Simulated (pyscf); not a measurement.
Structures and frequencies: ωB97X-D3(BJ)/def2-SVP in PySCF.

F–SiH₂–O–SiH₂–O–SiH₃ (SMILES F[SiH2]O[SiH2]O[SiH3]) + H₂ (SMILES [H][H]) → F–SiH₂–O–SiH₃ (SMILES F[SiH2]O[SiH3]) + HO–SiH₃ (SMILES O[SiH3])
Surface: singlet. Broken: O–Si, H–H. Formed: H–Si, H–O. Give ΔE‡ and ΔE from ωB97M-D3(BJ)/def2-TZVP, relative to the separated reactants.

ΔE‡ = 240.6 kJ/mol, ΔE = +110.5 kJ/mol. Zero-point energy shifts the barrier by +11.0 kJ/mol. It is a four-centre exchange, with an imaginary mode of 1201i cm⁻¹. On the product side the descent ends in a complex (not fully relaxed), 25.3 kJ/mol under the separated species and 150.8 kJ/mol under the saddle at ωB97X-D3(BJ)/def2-TZVP. This is the saddle that the search found; another between the same sides may lie lower.
